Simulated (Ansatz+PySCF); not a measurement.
# doublet CH₃O₂: levels of theory in one basis

```xyz
6

C     0.0069    0.5149   -0.1435
O    -1.1467   -0.2181   -0.0767
O     1.1748   -0.1625    0.0827
H     0.0243    1.4863    0.3003
H     1.0768   -1.0416   -0.3049
H    -1.3665   -0.4318    0.8447
```

Basis set: cc-pVTZ (spherical functions). Frozen core: 3 orbitals. Correlation on ROHF uses semicanonical orbitals with singles. Charge 0, multiplicity 2.

Computed with Ansatz (development build ahead of 0.2.0) and PySCF 2.14.0; each method stands on the lowest determinant of its kind that the runs found.

| method | E − E(ROHF) (eV) | <S²> of the determinant |
| --- | --- | --- |
| ROHF | 0.00 | 0.75 |
| UHF | -0.10 | 0.76 |
| ROHF-MP2 | -17.11 | – |
| UHF-MP2 | -17.10 | 0.76 |

Task: What does ROHF-CCSD(T) give on the same scale?

Result: -18.14 eV.
